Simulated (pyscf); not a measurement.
Optimised with ωB97X-D3(BJ)/def2-SVP in PySCF. MP2 and CC: frozen core, UHF for open shells. ΔMP2 is the change of the MP2 total energy from the triple- to the quadruple-zeta basis.

Task: What are the homolytic bond dissociation enthalpies (298 K) of HO–SiH₂–OH at CCSD(T)/def2-TZVPP + ΔMP2(QZVPP), weakest first?

Result: H–Si to HO–SiH•–OH + H•: 95.6 kcal/mol; H–O to •O–SiH₂–OH + H•: 119.7 kcal/mol; O–Si to OH• + HO–SiH₂•: 131.5 kcal/mol. Ring and multiple bonds, and those that leave no two simple radicals, are not listed. •O–SiH₂–OH lies 22.4 kcal/mol over its isomer HO–SiH•–OH, and others may lie lower still (electronic energy, ωB97M-D3(BJ)). Other isomers of HO–SiH₂•, HO–SiH•–OH were not searched in full and may lie lower. The CCSD(T) − MP2 part came from Ansatz, without density fitting, on the same reference. Left out: the spin-orbit lowering of OH.
